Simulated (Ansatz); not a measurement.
## Relative stability

The two ends of one reaction step of CH$_{5}$Al, closed shell (PBE0-D4/def2-TZVP).

A:

```
7
angstrom
Al -2.3161 -0.1381 -0.6986
H 0.4218 -0.4326 -0.2997
H -1.4855 -1.2954 -1.5645
C 0.7545 0.2881 0.4524
H 1.8275 0.1588 0.5958
H 0.2414 0.1134 1.3983
H 0.5564 1.3061 0.1163
```

B:

| atom | x (Å) | y (Å) | z (Å) |
| --- | --- | --- | --- |
| Al1 | -1.6705 | 0.2496 | 0.4941 |
| H2 | 0.0567 | -1.3331 | -1.8247 |
| H3 | -0.6494 | -1.5083 | -1.9966 |
| C4 | 0.2694 | 0.5921 | 0.7830 |
| H5 | 0.8331 | -0.3327 | 0.9618 |
| H6 | 0.4257 | 1.2380 | 1.6573 |
| H7 | 0.7349 | 1.0945 | -0.0749 |

Program: Ansatz 0.2.0. Basis: def2-TZVPP. Cores are frozen in the correlated methods. B3LYP uses VWN-RPA correlation.

Q: Which structure is lower at CCSD(T), and by how much? (Judge from chemistry; the value comes from the calculation.)

A: Computed: A, by 0.225 eV (electronic energy, against the other). By their contacts, A is a complex of AlH + CH₄ and B is a complex of CH₃Al ([CH3][Al]) + H₂.

All methods give the same order:

```json
{"method": "SPW92", "E(B) − E(A) (eV)": "0.197"}
{"method": "PBE-D4", "E(B) − E(A) (eV)": "0.172"}
{"method": "BLYP-D4", "E(B) − E(A) (eV)": "0.192"}
{"method": "r2SCAN-D4", "E(B) − E(A) (eV)": "0.166"}
{"method": "B97M-V", "E(B) − E(A) (eV)": "0.353"}
{"method": "PBE0-D4", "E(B) − E(A) (eV)": "0.217"}
{"method": "B3LYP-D4", "E(B) − E(A) (eV)": "0.232"}
{"method": "r2SCAN0-D4", "E(B) − E(A) (eV)": "0.206"}
{"method": "BHLYP-D4", "E(B) − E(A) (eV)": "0.291"}
{"method": "CAM-B3LYP-D4", "E(B) − E(A) (eV)": "0.259"}
{"method": "wB97X-V", "E(B) − E(A) (eV)": "0.240"}
{"method": "wB97M-V", "E(B) − E(A) (eV)": "0.220"}
{"method": "B2PLYP", "E(B) − E(A) (eV)": "0.224"}
{"method": "PBE-QIDH", "E(B) − E(A) (eV)": "0.218"}
{"method": "RPA on PBE", "E(B) − E(A) (eV)": "0.245"}
{"method": "HF", "E(B) − E(A) (eV)": "0.404"}
{"method": "MP2", "E(B) − E(A) (eV)": "0.161"}
{"method": "CCSD", "E(B) − E(A) (eV)": "0.263"}
{"method": "CCSD(T)", "E(B) − E(A) (eV)": "0.225"}
```

No T1 diagnostic of these runs exceeds 0.011. The restricted Hartree–Fock reference is unstable towards an unrestricted one at one or more of these structures.

Labels in which every atom is bracketed show which atoms are joined, not bond orders.

For scale, one of the runs: CCSD(T)/def2-TZVPP, 143 basis functions, launched by `ansatz run in.yaml --threads 2 --pin off --events-out ev --progress --plain --max-ram 4352MiB`. The run took 6 s on 2 CPU threads of an Arm Neoverse V1 (shared host), with 0.77 GiB of host memory at its peak.
